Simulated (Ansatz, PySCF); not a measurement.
Gas-phase enthalpy of formation at 298 K, by the atomisation route, of C#N (CHN) (SMILES; CHN, formonitrile). Structures are relaxed separately at B3LYP-D3(BJ)/def2-TZVP in Ansatz (an electronic-structure program). Valence correlation only, unless marked. Open shells are spin-unrestricted. No spin-orbit coupling. Non-relativistic. CBS(X,Y): correlation extrapolated as X^-3; Hartree-Fock from the larger set (for Q and 5 zeta extrapolated as (X+1)exp(-9√X)). Thermal terms are rigid-rotor harmonic-oscillator values from B3LYP-D3(BJ) frequencies (PySCF) at 298.15 K and 1 atm. 1 Eh = 627.5095 kcal/mol.

```
species    count  E, CCSD(T)/CBS(cc-pVQZ,cc-pV5Z) (Ansatz) (Eh)  E, PBE/def2-TZVPD (Ansatz) (Eh)  measured ΔHf at 0 K (kcal/mol)  H(298) - H(0) of the element (kcal/mol)
---------  -----  ---------------------------------------------  -------------------------------  ------------------------------  ---------------------------------------
C#N (CHN)      1                                      -93.31644                        -93.34719                               -                                        -
C atom         1                                      -37.78969                        -37.79605                          169.98                                     0.25
H atom         1                                       -0.50000                         -0.49962                           51.63                                     1.01
N atom         1                                      -54.53058                        -54.53224                          112.53                                     1.04
```

Molecule: zero-point energy 10.27, H(298) - H(0) 2.18 kcal/mol. The route leaves out scalar relativity and anharmonic zero-point terms, the atoms' spin-orbit terms, and in the frozen-core level the core correlation. Atomic data: G2/97 table in ASE.

Work out De, D0 and ΔHf at 0 and 298 K at both levels, and their errors against the measured value.


The atoms' values sum to 334.14 (0 K) and 2.30 (thermal), in kcal/mol.
- CCSD(T)/CBS(cc-pVQZ,cc-pV5Z): De = 311.35; D0 = 311.35 - 10.27 = 301.08; ΔHf(0 K) = 334.14 - 301.08 = 33.06; ΔHf(298 K) = 33.06 + 2.18 - 2.30 = 32.94; error +2.0.
- PBE/def2-TZVPD: De = 325.85; D0 = 325.85 - 10.27 = 315.58; ΔHf(0 K) = 334.14 - 315.58 = 18.56; ΔHf(298 K) = 18.56 + 2.18 - 2.30 = 18.44; error -12.5.
Measured: 30.9 kcal/mol (Active Thermochemical Tables 1.112 (ions: stationary electron), as tabulated in the package chemicals).
